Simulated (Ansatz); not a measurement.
One structure, 3 elements: BN, AlN, GaN

Plane-wave DFT in Ansatz with scalar-relativistic PAW potentials, cutoff 500 eV, Γ-centred meshes chosen by cell and gap, Gaussian smearing with energies taken to zero width. Every cell was relaxed (cell and atoms) in a run of its own, within the symmetry of its start. Functional: r2SCAN.

All members share space group P6_3mc and the same sites; only the element on one set of sites changes (B, Al, Ga). Members needn't be the stable form of their composition. Energies over the elements, where given, are against the elements' standard states in the same functional (H₂, N₂, O₂ and halogens uncorrected, Hg as a solid). The first member:

Space group P6_3mc (No. 186). a = 2.544 Å, b = 2.544 Å, c = 4.208 Å, α = 90.00°, β = 90.00°, γ = 120.00°
```json
{"atom": "B", "site": "2b", "symmetry": "3m.", "x": "0.6667", "y": "0.3333", "z": "0.9998"}
{"atom": "N", "site": "2b", "symmetry": "3m.", "x": "0.6667", "y": "0.3333", "z": "0.6252"}
```

| compound | V (Å³/atom) | a (Å) | c (Å) | gap on mesh (eV) | energy over elements (eV/atom) |
| --- | --- | --- | --- | --- | --- |
| BN | 5.90 | 2.544 | 4.208 | 5.75 | -1.301 |
| GaN | 11.37 | 3.183 | 5.184 | 2.35 | -0.654 |

Question: Predict the member with Al.

Answer: V (Å³/atom) 10.40, a (Å) 3.107, c (Å) 4.979, gap on mesh (eV) 4.88, energy over elements (eV/atom) -1.631. Interpolating linearly in period between B and Ga would give 8.63 Å³/atom (17.0 % too small) and a gap of 4.05 eV, with -0.977 eV/atom over the elements. Over the whole series the volume grows at each step down the group; the gap narrows; binding against the elements is strongest for Al.